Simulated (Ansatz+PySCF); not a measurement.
A calculation with Ansatz (development build ahead of 0.2.0).

```yaml
crystal:
  periodic: [false, false, false]
  atoms:
    - { symbol: C, position_ang: [-0.00025, -0.18662, -1.23558] }
    - { symbol: "N", position_ang: [0.0073, 0.47106, -0.0217] }
    - { symbol: C, position_ang: [0.00036, -0.14155, 1.2133] }
    - { symbol: H, position_ang: [0.00702, 0.40023, -2.13964] }
    - { symbol: H, position_ang: [0.00584, -1.25048, -1.20014] }
    - { symbol: H, position_ang: [-0.00503, 1.49604, -0.01713] }
    - { symbol: H, position_ang: [0.00551, 0.58276, 2.04184] }
    - { symbol: O, position_ang: [-0.00052, -1.34952, 1.36571] }
basis:
  gaussian: { orbitals: cc-pVTZ }
magnetization:
  spin_polarized: true
  initial_magnetization: 1
hamiltonian:
  xc: hf
correlation:
  method: mp2
  frozen_orbitals: { C: 1, H: 0, "N": 1, O: 1 }
output:
  forces: true
```

The input is written out in the form of the current development build from the run's settings.

The run gave:

```
Converged                       : yes
Reference energy                : -207.41446 hartree
Correlation energy              : -0.74356 hartree
Total energy                    : -208.15803 hartree
Spin squared of the determinant : 0.776
Stability test                  : minimum
```

Forces (eV/Å):
```
atom      Fx      Fy      Fz
  C1   0.001   0.312   0.157
  N2  -0.044   1.072   0.162
  C3   0.051  -0.407  -0.397
  H4   0.000  -0.131   0.215
  H5   0.002  -0.302  -0.060
  H6   0.021  -0.829  -0.015
  H7  -0.018  -0.023  -0.104
  O8  -0.014   0.307   0.041
```
